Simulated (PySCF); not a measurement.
These are PySCF with PBE-D3(BJ)/def2-TZVP // B3LYP-D3(BJ)/def2-TZVP values and carry that method's errors. Isolated molecules, 0 K electronic values unless said otherwise. 

Reference species (SMILES): `[CH3]` (neutral, multiplicity 2).

```yaml
dipole_moment: 0.00 D
highest_occupied_spin_orbital: -5.38 eV
```

Changed species: `[SiH3]` (radical fragment; the reference has radical fragment).

### Question
Predict the effect on the dipole moment and highest occupied spin orbital.

### Answer
the dipole moment is nearly the same; the highest occupied spin orbital rises by 0.05 eV, to -5.33 eV.
